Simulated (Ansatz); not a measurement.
**Si: Seebeck coefficient and carrier response**

Level of theory: DFT PBEsol, scalar-relativistic, plane waves, PAW in Ansatz. Settings: 420 eV plane-wave cutoff, Γ-centred 12×12×6 mesh, Gaussian smearing of 0.02 eV. No spin polarisation.

Equilibrium structure at this level:
```
CELL_PARAMETERS angstrom
3.82463 0.00000 0.00000
-1.91231 3.31223 0.00000
0.00000 0.00000 6.32521
ATOMIC_POSITIONS crystal
Si 0.33333 0.66667 0.06302
Si 0.66667 0.33333 0.56302
Si 0.33333 0.66667 0.43698
Si 0.66667 0.33333 0.93698
```

Constant relaxation time and rigid bands. The levels are interpolated over the whole zone and filled by a Fermi function at the stated temperature, with the chemical potential set by the electron count. The Kohn–Sham gap on the mesh is 0.30 eV and isn't corrected.

Task: Give the Seebeck coefficient (μV/K; xx, yy, zz) and the conductivity masses (m_e; principal values, sorted) at 900 K against doping (cm⁻³).

Result:
```
doping S              m*
n 1e18    -170 -170 78   both carriers
n 1e19    -233 -233 -7   both carriers
n 1e20  -274 -274 -272   both carriers
n 1e21  -128 -128 -175  0.24 0.24 1.20
p 1e18    -153 -153 95   both carriers
p 1e19     -71 -71 160   both carriers
p 1e20     171 171 205   both carriers
p 1e21        73 73 91  0.52 0.52 0.61
```

This form isn't the element's structure at ambient conditions.

Cost: 1 run of about 3.4 core-minutes, on Arm Neoverse V1 (shared hosts).